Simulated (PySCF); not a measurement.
Match the calculated data to a structure.

All candidates are C5H9N.

| technique | computed result |
| --- | --- |
| XPS | C1s 291.1 (×3), C1s 291.9, C1s 292.2, N1s 404.8 eV [ΔSCF SCAN, pcX-2 on the ionised atom, pcseg-1 elsewhere, spin-free X2C] |
| UV, strongest line | among the 10 lowest singlet transitions: S4/S5 at 8.84 eV (140 nm, f = 0.123 summed over these states) [TDDFT CAM-B3LYP/def2-SVPD] |
| Dipole | 4.17 D [CAM-B3LYP/def2-SVPD] |
| Rotational structure | rotational constants A, B, C: 4.529, 2.760, 2.759 GHz [PBE0-D3(BJ)/def2-SVP] |
| Triplet | lowest triplet excitation (Tamm–Dancoff): 6.36 eV [TDA CAM-B3LYP/def2-SVPD] |
| Couplings | largest of the computed one-bond spin–spin couplings (means over like bonds): 13C–1H +136.2 (×9), 13C–13C +61.9, 13C–13C +35.9 (×3), 15N–13C -17.1 Hz [B3LYP/pcJ-1, spin–dipole term left out for some pairs] |
| Polarisability | 64.3 au [CAM-B3LYP/def2-SVPD] |

Electronic properties: PySCF, gas phase, density fitting. Levels stand in brackets. Geometry: PBE0-D3(BJ)/def2-SVP; no solvent, vibrations or thermal averaging.

Task: Which candidate is it?
A. `C#CC[C@H](C)N`
B. `N=C1CCCC1`
C. `C1=NCCCC1`
D. `CC(C)(C)C#N`

Result: D. It is `CC(C)(C)C#N`. Numbering: `[CH3:1][C:2]([CH3:3])([CH3:4])[C:5]#[N:6]`. Its formula, C5H9N, gives 2 degrees of unsaturation: 0 rings and 2 π bonds in the structure found. The couplings run between: +136.2 Hz, methyl carbon [C1] and its hydrogen (with 8 like pairs); +61.9 Hz, sp3 carbon next to a nitrile [C2] and nitrile carbon [C5]; +35.9 Hz, methyl carbon [C1] and sp3 carbon next to a nitrile [C2] (with 2 like pairs); -17.1 Hz, nitrile nitrogen [N6] and nitrile carbon [C5]. The core levels belong to: C1s 291.1 eV, methyl carbon [C1/C3/C4]; C1s 291.9 eV, nitrile carbon [C5]; C1s 292.2 eV, sp3 carbon next to a nitrile [C2]; N1s 404.8 eV, nitrile nitrogen [N6]. The optimised geometry has point group C3v and is a prolate symmetric top (the spread among constants that symmetry makes equal is optimisation noise).

The others, at the same levels:
- `C#CC[C@H](C)N` fails: its computed static isotropic polarisability is 68.8 au (against 64.3 au) and dipole moment is 1.24 D (against 4.17 D).
- `N=C1CCCC1` fails: its computed lowest triplet excitation (Tamm–Dancoff) is 4.61 eV (against 6.36 eV), strongest line among the 10 lowest singlet transitions is S3 at 7.68 eV (161 nm, f = 0.209) (against S4/S5 at 8.84 eV) and dipole moment is 2.64 D (against 4.17 D).
- `C1=NCCCC1` fails: its computed lowest triplet excitation (Tamm–Dancoff) is 4.18 eV (against 6.36 eV), strongest line among the 10 lowest singlet transitions is S3 at 7.46 eV (166 nm, f = 0.117) (against S4/S5 at 8.84 eV) and dipole moment is 2.26 D (against 4.17 D).

Each candidate is one conformer, not necessarily the lowest. The conformers computed, where there is a choice (atom-mapped SMILES and torsion angles):
- `[CH:1]#[C:2][CH2:3][C@H:4]([CH3:5])[NH2:6]`: C2–C3–C4–C5 -177°, H–N6–C4–C3 -57°, H–N6–C4–C3 -174°

The conformers of `N=C1CCCC1` aren't listed.
